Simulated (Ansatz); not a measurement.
System: C2H4, net charge 1, doublet state. 
Geometry from a B3LYP-D3(BJ)/def2-TZVP (Ansatz, a quantum-chemistry and plane-wave program) optimisation:
```
C
C 1 1.3877
H 2 1.0896 1 121.13
H 2 1.0896 3 117.74 1 -180.00
H 1 1.0896 2 121.13 3 -151.40
H 1 1.0896 5 117.74 2 180.00
```
Charge +1, spin multiplicity 2.

Basis-set convergence of Hartree-Fock and CCSD correlation energies (hartree) with Ansatz. Cores are frozen in the correlated levels unless marked. UHF or UKS for open shells. Spin-orbit coupling is left out. Non-relativistic.

| basis | functions | E(HF) | E(corr, CCSD) |
|---|---|---|---|
| aug-cc-pVDZ | 82 | -77.71837 | -0.26369 |
| aug-cc-pVTZ | 184 | (withheld) | (withheld) |

Task: Some entries are withheld; supply them.

Result: 
- aug-cc-pVTZ, E(HF): -77.73858
- aug-cc-pVTZ, E(corr, CCSD): -0.30925
